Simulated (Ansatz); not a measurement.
## fcc Pb

All values below come from PBEsol in Ansatz (plane waves, PAW).

Settings: plane-wave cutoff 500 eV, 16×16×1 k mesh (along the axes of the cell as run), Fermi–Dirac smearing 0.1 eV, scalar-relativistic PAW data made under PBE.

Cell: relaxed at this level.

```
Quantity                             Result
--------------------------------  ---------
surface energy of the (311) face  0.45 J/m²
work function of the (311) face     3.88 eV
```

The slab of 11 atoms is relaxed and unreconstructed.

Spin–orbit coupling is not included; it can shift volumes and moduli of such heavy elements.

The computed numbers hold no vibrational or temperature effects.

The result took about 50 core-minutes (a rough figure).

Ansatz is an electronic-structure program.
